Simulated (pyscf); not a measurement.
# Four-centre exchange: `[NH3]` + `[NH2][SiH]([Cl])[Cl]` -> `[NH2][SiH]([Cl])[Cl]` + `[NH3]`

Gas phase, singlet surface, charge 0. Bonds broken: N1–H9, Si2–N8. Bonds formed: N1–Si2, N8–H9. PySCF, gas phase, ωB97X-D3(BJ)/def2-SVP geometries.

Transition state (Å):

```xyz
11

N      0.3134    -0.2074     0.9176
Si    -1.2771    -0.3613    -0.0850
Cl    -1.2204    -2.5225     0.0003
Cl    -2.9921    -0.1741     1.0936
H      0.2035    -0.5483     1.8753
H      1.1170    -0.6901     0.5112
H     -1.2301    -0.3428    -1.5680
N     -0.9567     1.5642    -0.0063
H      0.0918     0.9798     0.6724
H     -0.8046     2.0249    -0.9039
H     -1.6221     2.1232     0.5274
```

One imaginary mode, 1285i cm⁻¹; descent along it reached the two sides named, in the forms told below.

```json
[
 {"bond": "N1–H9", "change": "breaks", "reactant side (Å)": "1.022", "saddle": "1.232", "product side": "2.9"},
 {"bond": "Si2–N8", "change": "breaks", "reactant side (Å)": "1.718", "saddle": "1.954", "product side": "2.271"},
 {"bond": "N1–Si2", "change": "forms", "reactant side (Å)": "2.183", "saddle": "1.886", "product side": "1.718"},
 {"bond": "N8–H9", "change": "forms", "reactant side (Å)": "2.8", "saddle": "1.379", "product side": "1.022"}
]
```

Electronic energies relative to the separated reactants (kcal/mol):

```csv
level,barrier,reaction energy,reverse barrier
ωB97X-D3(BJ)/def2-TZVP,23.0,0.0,23.0
PBE/def2-TZVP,20.0,0.0,20.0
r²SCAN/def2-TZVP,21.5,0.0,21.5
B3LYP-D3(BJ)/def2-TZVP,24.0,0.0,24.0
PBE0-D3(BJ)/def2-TZVP,20.2,0.0,20.2
M06-2X/def2-TZVP,22.8,0.0,22.8
ωB97M-D3(BJ)/def2-TZVP,23.7,0.0,23.7
HF/def2-TZVP,44.0,0.0,44.0
```

With ωB97M-D3(BJ)/def2-TZVP energies and thermal terms (ideal gas, 1 atm, RRHO with modes under 100 cm⁻¹ raised to 100, one conformer, R ln 2 for rigid chiral ones), in kcal/mol:

```csv
T (K),ΔH‡,ΔG‡,ΔH,ΔG
298,22.8,34.6,0.0,0.0
600,22.8,46.7,0.0,0.0
900,23.4,58.5,0.0,0.0
1200,24.2,70.0,0.0,0.0
```

On the reactant side the descent ends in an adduct with a N–Si contact, 4.4 kcal/mol under the separated species and 27.4 kcal/mol under the saddle at ωB97X-D3(BJ)/def2-TZVP. On the product side the descent ends in an adduct with a N–Si contact, 6.9 kcal/mol under the separated species and 29.9 kcal/mol under the saddle at ωB97X-D3(BJ)/def2-TZVP. What is counted as formed (N–Si) is already present as a longer contact in the reactant adduct; forming that adduct is a step of its own. What is counted as broken (N–Si) persists as a longer contact in the product adduct; parting that adduct is a step of its own. This is the saddle that the search found; another between the same sides may lie lower.
